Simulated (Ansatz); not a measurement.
Input file:

```yaml
crystal:
  periodic: [false, false, false]
  atoms:
    - {symbol: C, position_ang: [0.000000, 0.000000, 1.931400]}
    - {symbol: Al, position_ang: [0.000000, 0.000000, 0.000000]}
    - {symbol: C, position_ang: [0.000000, 0.000000, -1.931400]}
basis:
  gaussian: {orbitals: cc-pVTZ}
total_charge: 1
magnetization: {spin_polarized: true, initial_magnetization: 2}
hamiltonian: {xc: {name: PBE}}
output: {orbitals: {seedname: orbitals}}
```

```sh
$ ansatz run in.yaml --threads 2 --pin off --events-out ev --progress --plain --max-ram 24576MiB --backend cuda --devices 0, --max-vram 18GiB
```

Output:

```
601 factors; their error is unknown
mean field evaluation 1: about -8637.7446 eV, gradient 3.2e1 eV
mean field evaluation 2: about -8614.4903 eV, gradient 5.8e1 eV
mean field evaluation 4: about -8644.3913 eV, gradient 6.3e0 eV
mean field evaluation 8: about -8644.7056 eV, gradient 3.6e-1 eV
mean field evaluation 16: about -8644.6939 eV, gradient 3.2e-4 eV
mean field evaluation 32: about -8645.0167 eV, gradient 4.6e-2 eV
mean field evaluation 64: about -8645.1621 eV, gradient 1.5e-4 eV
mean field evaluation 96: about -8644.6939 eV, gradient 6.0e-5 eV
mean field evaluation 128: about -8644.6800 eV, gradient 3.7e0 eV
mean field evaluation 160: about -8644.5383 eV, gradient 4.6e0 eV
mean field evaluation 192: about -8644.3709 eV, gradient 1.9e-6 eV
mean field evaluation 224: about -8644.8033 eV, gradient 4.0e-1 eV
mean field evaluation 256: about -8644.4549 eV, gradient 4.9e-1 eV
mean field evaluation 288: about -8644.7467 eV, gradient 2.0e-1 eV
mean field evaluation 320: about -8645.0086 eV, gradient 7.3e-1 eV
mean field evaluation 352: about -8644.9557 eV, gradient 4.0e0 eV
mean field evaluation 384: about -8643.1279 eV, gradient 1.0e1 eV
mean field evaluation 416: about -8644.8852 eV, gradient 3.0e0 eV
mean field evaluation 448: about -8645.1621 eV, gradient 5.4e-4 eV
mean field -8645.30757690 eV, -317.7091934510 hartree, gradient 2.9e-6 eV, S^2 3.400737; 29 other end points of the search recorded, 0 dependent functions left out
reference -8645.30761589 eV, -317.7091948841 hartree; 13, 11 occupied and 81, 83 virtual orbitals, 601 factors
Total energy: -8645.30761589 eV, -317.7091948841 hartree
```

Ran on 2 threads of AMD EPYC 7R13 with a shared H100 80 GB, shared host: 35 s wall, 0.78 GiB peak host memory.
